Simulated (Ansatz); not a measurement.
Bond stretch in SMILES CC#N (C2H3N). The C2–N6 bond (C2 also carries C; N6 carries nothing else) is varied alone, starting from the PBE0/def2-TZVP optimised geometry.

Computed with CCSD(T) on UHF/cc-pVTZ, frozen core (Ansatz, a quantum-chemistry and plane-wave program).

**Question.** Relative to R = 1.15 Å, what are the energies at R = 0.96, 1.10, 1.55, 3.10 Å?

**Answer.** 357.7 kJ/mol at 0.96 Å, 23.4 kJ/mol at 1.10 Å, 404.9 kJ/mol at 1.55 Å, 1007.1 kJ/mol at 3.10 Å.

The unrestricted solution behind UCCSD(T) changes between 1.32 and 1.43 Å and between 1.71 and 1.90 Å, which can leave a kink. The unrestricted determinant behind UCCSD(T) is spin-contaminated at 1.24 to 4.05 Å (<S²> up to 3.0, against 0.00 for a pure singlet).
